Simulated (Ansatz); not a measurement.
Two isomers of C7H16: A = `CC(C)CC(C)C`, B = `CCC(C)C(C)C`.

Isolated molecules relaxed with PBE0-D4/def2-TZVP in Ansatz; ΔE leaves out vibrations. CBS: MP2 limit from def2 TZ/QZ plus the TZ coupled-cluster correction, frozen cores. DFT in def2-TZVPP. One conformer a species, not always the lowest.

A:

```xyz
23

C     1.3816    1.5659    0.3790
C    -0.0992    1.2219    0.4498
C    -0.7509    1.9088    1.6415
C    -0.3403   -0.2838    0.5205
C     0.2141   -1.1260   -0.6256
C    -0.3373   -0.6948   -1.9769
C    -0.0764   -2.5990   -0.3754
H     1.5314    2.6485    0.3717
H     1.9132    1.1634    1.2478
H     1.8564    1.1612   -0.5175
H    -0.5815    1.6058   -0.4577
H    -0.6311    2.9941    1.5903
H    -0.2988    1.5686    2.5788
H    -1.8209    1.6901    1.6911
H     0.0825   -0.6554    1.4637
H    -1.4223   -0.4618    0.5855
H     1.3039   -1.0028   -0.6477
H    -0.0650    0.3336   -2.2242
H    -1.4304   -0.7614   -1.9867
H     0.0406   -1.3375   -2.7762
H     0.3357   -2.9291    0.5820
H     0.3504   -3.2282   -1.1606
H    -1.1557   -2.7821   -0.3531
```

B:

Z-matrix (Å, degrees):
```
C
C 1 1.520
H 1 1.092 2 112.0
H 1 1.093 2 111.1 3 120.0
H 1 1.094 2 111.0 3 -120.3
C 2 1.528 1 113.9 3 62.8
H 2 1.096 1 109.3 3 -59.7
H 2 1.094 1 108.6 3 -175.1
C 6 1.540 2 113.2 1 165.8
C 6 1.523 2 111.5 1 -67.8
H 6 1.099 2 107.1 1 49.3
C 9 1.523 6 112.1 2 -69.3
C 9 1.523 6 113.5 2 56.7
H 9 1.098 6 105.9 2 174.3
H 10 1.093 6 111.0 2 -179.6
H 10 1.094 6 111.4 2 -59.5
H 10 1.092 6 111.7 2 60.5
H 12 1.094 9 111.3 6 -53.2
H 12 1.094 9 111.7 6 67.4
H 12 1.093 9 110.8 6 -173.2
H 13 1.094 9 111.3 6 -66.8
H 13 1.092 9 112.2 6 54.2
H 13 1.093 9 110.5 6 174.1
```

Question: Which isomer does CCSD(T)/CBS put lower? Give the gap. (An estimate is asked.)

Answer: The calculation gave: A, by 1.8 kcal/mol.

Question: Give E(B) − E(A) in kcal/mol with PBE-D4, MP2/def2-TZVPP, CCSD/def2-TZVPP, B2PLYP, LDA (SPW92), BLYP-D4, PBE0-D4. (Estimate.)

Answer: Computed: PBE-D4 1.7, MP2/def2-TZVPP 1.8, CCSD/def2-TZVPP 1.9, B2PLYP 2.1, LDA (SPW92) 1.6, BLYP-D4 1.6, PBE0-D4 1.8. None reverses the order clearly.

Largest T1 diagnostic: 0.009.

In def2-TZVPP, CCSD(T) changes the Hartree–Fock value by −1.0 kcal/mol (the triples alone add −0.1 kcal/mol) and MP2 by −1.0 kcal/mol. Leaving LDA and LC-ωPBE aside and taking each functional with its dispersion term where it has one, the values, not all of them listed here, spread over 0.5 kcal/mol, from revPBE-D4 to B2PLYP.
